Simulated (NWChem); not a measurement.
All runs are NWChem calculations. System: H2N, charge 0, spin multiplicity 2, at a geometry optimised with UPBE/def2-SVP. The structure started from a generated list of species. Its SCF solution wasn't tested for a lower state. Level: UB3LYP/def2-QZVP, VWN1-RPA local correlation.

NWChem printed:

```
             Northwest Computational Chemistry Package (NWChem) 7.3.0
             --------------------------------------------------------

                                NWChem Input Module
                                -------------------

 Scaling coordinates for geometry "geometry" by  1.889725989
 (inverse scale =  0.529177249)

 Turning off AUTOSYM since
 SYMMETRY directive was detected!

                             Geometry "geometry" -> ""
                             -------------------------

 Output coordinates in angstroms (scale by  1.889725989 to convert to a.u.)

  No.       Tag          Charge          X              Y              Z
 ---- ---------------- ---------- -------------- -------------- --------------
    1 N                    7.0000     0.00000000     0.00000000    -0.14939700
    2 H                    1.0000     0.80267200     0.00000000     0.52288800
    3 H                    1.0000    -0.80267200     0.00000000     0.52288800

 Effective nuclear repulsion energy (a.u.)       7.4054177681

            Nuclear Dipole moment (a.u.)
            ----------------------------
        X                 Y               Z
 ---------------- ---------------- ----------------
     0.0000000000     0.0000000000    -0.0000056692

      Symmetry information
      --------------------

 Group name             C2v
 Group number             16
 Group order               4
 No. of unique centers     2

      Symmetry unique atoms

     1    2


 Summary of "ao basis" -> "" (spherical)
 ------------------------------------------------------------------------------
       Tag                 Description            Shells   Functions and Types
 ---------------- ------------------------------  ------  ---------------------
 *                         def2-qzvp                  on all atoms

                                 NWChem DFT Module
                                 -----------------

 Summary of "ao basis" -> "ao basis" (spherical)
 ------------------------------------------------------------------------------
       Tag                 Description            Shells   Functions and Types
 ---------------- ------------------------------  ------  ---------------------
 N                         def2-qzvp                17       57   7s4p3d2f1g
 H                         def2-qzvp                10       30   4s3p2d1f

 Summary of "ao basis" -> "ao basis" (spherical)
 ------------------------------------------------------------------------------
[...]
    33     -0.203018  1 N  d  1              68      0.181014  2 H  px
    98      0.181014  3 H  px                70      0.169397  2 H  pz

   alpha - beta orbital overlaps
   -----------------------------

   alpha      1      2      3      4      5      6      7      8      9     10
    beta      1      2      3      4      5      6      7     10      8      9
 overlap   1.000  0.998  1.000  0.999  0.986  0.999  1.000  0.986  1.000  1.000

   alpha     11     12     13     14     15     16     17     18     19     20
    beta     11     12     13     14     15     16     17     18     19     20
 overlap   0.998  1.000  0.948  0.947  0.999  0.999  1.000  1.000  0.975  1.000

   alpha     21     22     23     24     25     26     27     28     29     30
    beta     21     22     23     24     26     25     27     28     29     30
 overlap   0.974  0.999  0.998  0.996  0.997  0.999  1.000  0.999  1.000  1.000

   alpha     31     32     33     34     35     36     37     38     39     40
    beta     31     32     33     34     35     36     37     38     39     40
 overlap   1.000  0.999  0.998  1.000  1.000  1.000  1.000  1.000  0.988  0.999

   alpha     41     42     43     44     45     46     47     48     49     50
    beta     41     42     43     44     45     46     47     48     49     50
 overlap   0.989  0.998  0.998  1.000  0.996  0.999  0.999  0.999  1.000  0.998

   alpha     51     52     53     54     55     56     57     58     59     60
    beta     51     52     54     53     55     56     57     58     59     60
 overlap   0.999  0.997  0.999  0.999  1.000  1.000  1.000  1.000  0.999  1.000

   alpha     61     62     63     64     65     66     67     68     69     70
    beta     61     62     63     64     65     66     67     68     69     70
 overlap   1.000  1.000  1.000  1.000  1.000  0.999  1.000  1.000  1.000  1.000

   alpha     71     72     73     74     75     76     77     78     79     80
    beta     71     72     74     73     75     76     77     78     79     80
 overlap   0.999  0.999  0.999  1.000  0.999  0.997  1.000  0.997  0.999  0.999

   alpha     81     82     83     84     85     86     87     88     89     90
    beta     81     82     83     84     85     86     87     90     89     88
 overlap   1.000  0.984  1.000  0.984  0.999  0.993  0.992  0.996  0.998  1.000

   alpha     91     92     93     94     95     96     97     98     99    100
    beta     91     92     94     93     95     96     97     98     99    100
 overlap   0.997  0.997  0.999  0.999  0.995  0.999  0.998  0.995  0.997  1.000

   alpha    101    102    103    104    105    106    107    108    109    110
    beta    101    103    102    104    105    106    107    108    109    110
 overlap   0.998  0.999  0.999  1.000  1.000  1.000  0.998  0.999  1.000  1.000

   alpha    111    112    113    114    115    116    117
    beta    111    112    113    114    115    116    117
 overlap   1.000  1.000  1.000  1.000  1.000  1.000  1.000

     --------------------------
     Expectation value of S2:
     --------------------------
      <S2> =      0.7533 (Exact =     0.7500)

 center of mass
 --------------
 x =   0.00000000 y =   0.00000000 z =  -0.12245948

 moments of inertia (a.u.)
 ------------------
           2.843905013553           0.000000000000           0.000000000000
           0.000000000000           7.481459460854           0.000000000000
           0.000000000000           0.000000000000           4.637554447301

     Multipole analysis of the density
     ---------------------------------

     L   x y z        total         alpha         beta         nuclear
     -   - - -        -----         -----         ----         -------
     0   0 0 0     -0.000000     -5.000000     -4.000000      9.000000

     1   1 0 0     -0.000000     -0.000000     -0.000000      0.000000
     1   0 1 0     -0.000000     -0.000000     -0.000000      0.000000
     1   0 0 1      0.724553      0.473349      0.251210     -0.000006

     2   2 0 0     -4.265720     -4.638467     -4.228801      4.601547
     2   1 1 0      0.000000     -0.000000      0.000000      0.000000
     2   1 0 1      0.000000      0.000000      0.000000      0.000000
     2   0 2 0     -5.405765     -3.577967     -1.827798      0.000000
     2   0 1 1      0.000000      0.000000      0.000000      0.000000
     2   0 0 2     -5.701457     -4.328216     -3.883914      2.510672

 Task  times  cpu:        3.7s     wall:        3.7s

 Total times  cpu:        3.7s     wall:        3.7s
```

Problem. Write an NWChem input that would produce this output.

Solution. This is not unique; one that fits is 
```
start mol
memory heap 200 mb stack 900 mb global 1100 mb
geometry units angstroms nocenter noautoz
  N      0.000000     0.000000    -0.149397
  H      0.802672     0.000000     0.522888
  H     -0.802672     0.000000     0.522888
  symmetry group C2v
end
basis spherical
  * library def2-qzvp
end
dft
  xc b3lyp
  odft
  mult 2
  semidirect memsize 60000000 filesize 0
  iterations 100
end
task dft energy
```
